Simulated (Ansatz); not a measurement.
Al: from a trial structure to a relaxed crystal

All numbers below come from DFT r2SCAN, scalar-relativistic, plane waves, PAW in Ansatz. Cutoff 500 eV, Γ-centred k mesh, Gaussian smearing, no spin polarisation in the final step.

The start puts Al on the beta-tungsten (A15) structure type (Pm-3n, No. 223), at a guessed volume.

```yaml
crystal:
  lattice:
    - [5.11153, 0.00000, 0.00000]
    - [0.00000, 5.11153, 0.00000]
    - [0.00000, 0.00000, 5.11153]
  atoms:
    - { symbol: Al, position: [0.50000, 0.50000, 0.50000] }
    - { symbol: Al, position: [0.00000, 0.00000, 0.00000] }
    - { symbol: Al, position: [0.25000, 0.00000, 0.50000] }
    - { symbol: Al, position: [0.50000, 0.25000, 0.00000] }
    - { symbol: Al, position: [0.50000, 0.75000, 0.00000] }
    - { symbol: Al, position: [0.75000, 0.00000, 0.50000] }
    - { symbol: Al, position: [0.00000, 0.50000, 0.75000] }
    - { symbol: Al, position: [0.00000, 0.50000, 0.25000] }
```

Cell and atoms relax at zero pressure; the relaxation can't lower the symmetry of the start.

Energies count from the standard state of Al at the same level.

Problem. Describe the relaxed structure.

Solution. It keeps Pm-3n (No. 223). The result has the beta-tungsten (A15) structure. Conventional cell: a = 5.072 Å. Al on Wyckoff site a (2 atoms of the primitive cell) has 12 Al at 2.84 Å; Al on Wyckoff site c (6 atoms of the primitive cell) has 2 Al at 2.54 Å, 4 Al at 2.84 Å and 8 Al at 3.11 Å.

```
Al
1.0
     5.07154    0.00000    0.00000
     0.00000    5.07154    0.00000
     0.00000    0.00000    5.07154
Al
8
Direct
  0.50000 0.50000 0.50000
  0.00000 0.00000 0.00000
  0.25000 0.00000 0.50000
  0.50000 0.25000 0.00000
  0.50000 0.75000 0.00000
  0.75000 0.00000 0.50000
  0.00000 0.50000 0.75000
  0.00000 0.50000 0.25000
```

Problem. What are its volume, energy, density and gap?

Solution. The volume per atom is 16.31 Å³ and the density is 2.75 g/cm³. The energy over the standard structure is 0.09 eV/atom and the gap on the 8×8×8 mesh is 0 eV (a metal).

The final run used a 8×8×8 mesh on its 8-atom cell and 0.10 eV smearing. The k mesh leaves about 4 meV/atom of noise in metals. A structure relaxed within its symmetry needn't be a true minimum.